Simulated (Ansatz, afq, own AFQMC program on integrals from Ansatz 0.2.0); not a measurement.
Where AFQMC and coupled cluster stand for Ga, doublet

A free Ga atom.

Basis cc-pVDZ. Noble-gas cores (and the filled d shells of Ga–Kr and In–Xe) are frozen. AFQMC by an in-house program on the Cholesky factors that Ansatz 0.2.0 writes for its CCSD(T) run. ph-AFQMC/CISD is guided by a CISD state made of CCSD amplitudes; releasing the constraint for a short imaginary time cuts its bias at the price of noise, slowly where states lie close. Free projection: walkers drawn from exp(T), propagated without any constraint. Its projection time is finite, and what remains of the start isn't in its error. ± is one standard error of the sampling. No spin–orbit coupling.

Determinant: UHF, the one that the program's search chose, which needn't be the lowest solution.

Full CI on the same integrals is exact in this basis and with this determinant's frozen core.

Cautions: no relativity below Rb; no spin-orbit coupling; inner d shell frozen.

```
T1 diagnostic                               : 0.0108
weight of the determinant in the CISD state : 0.945
⟨S²⟩ of the determinant                     : 0.760
size of the correlated space                : 3 electrons in 13 orbitals
```

```json
{"level": "MP2", "correlation energy (eV)": "-0.7886"}
{"level": "CCSD", "correlation energy (eV)": "-1.1856"}
{"level": "CCSD(T)", "correlation energy (eV)": "-1.1991"}
```

Task: Estimate where phaseless AFQMC with the Hartree–Fock trial lies against CCSD(T) on the same integrals.

Result: 0.7 ± 1.5 kJ/mol above CCSD(T). The gap is under twice the noise, so this walk alone can't tell the two apart.

Reference: full CI, correlation energy -1.206 eV. The released energy is read at 2.40 1/Eh (meV from the phaseless value at times in 1/Eh: -0.4 ± 0.9 at 0.24, -0.6 ± 0.8 at 0.51, -1.3 ± 0.7 at 0.99, -1.3 ± 0.8 at 1.62, -1.1 ± 0.6 at 2.40).

```tsv
level	E − E(reference) (kJ/mol)	share of correlation (%)
CCSD(T)	0.6	99.46
ph-AFQMC/HF	1.3 ± 1.5	98.85
ph-AFQMC/CISD	0.0 ± 0.08	99.96
released AFQMC	-0.1 ± 0.06	100.05
free AFQMC	0.0 ± 0.05	100.01
```

Free projections are given only where their last times agree within the noise and don't stop above the reference; a slow remainder of the start can still hide under it. A walk keeps the symmetry of its determinant, which the program's search chose and which needn't be the lowest solution, so a lower state of the same spin and another symmetry isn't excluded. Released energies are given only where the last usable release times agree within the noise; a slower fall can still hide under it.
